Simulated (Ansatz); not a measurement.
in.yaml

```yaml
crystal:
  periodic: [false, false, false]
  atoms:
    - {symbol: W, position_ang: [0.000000, 0.005701, 0.157938]}
    - {symbol: O, position_ang: [0.000000, -0.110996, -1.677910]}
    - {symbol: H, position_ang: [0.000000, 0.722005, -2.172591]}
basis:
  gaussian: {orbitals: def2-SVP}
total_charge: 1
magnetization: {spin_polarized: true, initial_magnetization: 2}
correlation: {method: mp2, electrons: outside_noble_gas}
output: {forces: true}
```

```sh
$ ansatz run in.yaml --threads 1 --pin off --events-out ev --progress --plain --max-ram 2393MiB
```

The program prints:

```
498 factors; integrals over basis functions are off by at most 8.4e-4 eV
mean field evaluation 1: about -3838.4315 eV, gradient 4.8e1 eV
mean field evaluation 2: about -3838.4368 eV, gradient 4.8e1 eV
mean field evaluation 4: about -3847.8962 eV, gradient 4.5e0 eV
mean field evaluation 8: about -3848.3217 eV, gradient 6.5e-1 eV
mean field evaluation 16: about -3849.1886 eV, gradient 3.6e-1 eV
mean field evaluation 32: about -3844.6998 eV, gradient 1.7e1 eV
mean field evaluation 64: about -3848.6603 eV, gradient 2.5e-6 eV
mean field evaluation 96: about -3843.9701 eV, gradient 1.6e1 eV
mean field evaluation 128: about -3849.2689 eV, gradient 1.1e-1 eV
mean field evaluation 160: about -3848.8079 eV, gradient 1.3e0 eV
mean field evaluation 192: about -3849.0481 eV, gradient 2.3e0 eV
mean field evaluation 224: about -3849.2755 eV, gradient 1.4e-1 eV
mean field evaluation 256: about -3849.1097 eV, gradient 3.3e-1 eV
mean field evaluation 288: about -3848.5031 eV, gradient 2.8e-1 eV
mean field evaluation 320: about -3848.0994 eV, gradient 3.6e0 eV
mean field evaluation 352: about -3848.2848 eV, gradient 2.1e-3 eV
mean field evaluation 384: about -3849.2782 eV, gradient 7.9e-2 eV
mean field evaluation 416: about -3849.2790 eV, gradient 1.2e-1 eV
mean field -3849.27923585 eV, -141.4584027822 hartree, gradient 1.9e-6 eV, S^2 2.996517; 27 other end points of the search recorded, 0 dependent functions left out
5 core orbitals not correlated: weight in the atoms' cores, before any rotation towards them, 0.987 or more for the frozen orbitals, at most 0.010 for the correlated occupied ones
reference -3849.27923585 eV, -141.4584027822 hartree; 7, 5 occupied and 39, 41 virtual orbitals, 498 factors
second order -7.40973125 eV of doubles, -0.00000000 eV of singles
the calculation of the forces begins
Total energy: -3856.68896710 eV, -141.7307053832 hartree
Atom 0 at     0.000000     0.005701     0.157938 Å, force     0.000000    -0.184951    -0.577287 eV/Å
Atom 1 at     0.000000    -0.110996    -1.677910 Å, force    -0.000000    -0.299198     1.191539 eV/Å
Atom 2 at     0.000000     0.722005    -2.172591 Å, force     0.000000     0.484149    -0.614252 eV/Å
Dipole moment:    -0.000000     0.310205     0.287550 e Å
```

Forces (eV/Å):
```
W    0.000 -0.185 -0.577
O    0.000 -0.299  1.192
H    0.000  0.484 -0.614
```

Ran on 1 thread of Arm Neoverse V1, shared host: 8 s wall, 0.09 GiB peak host memory.
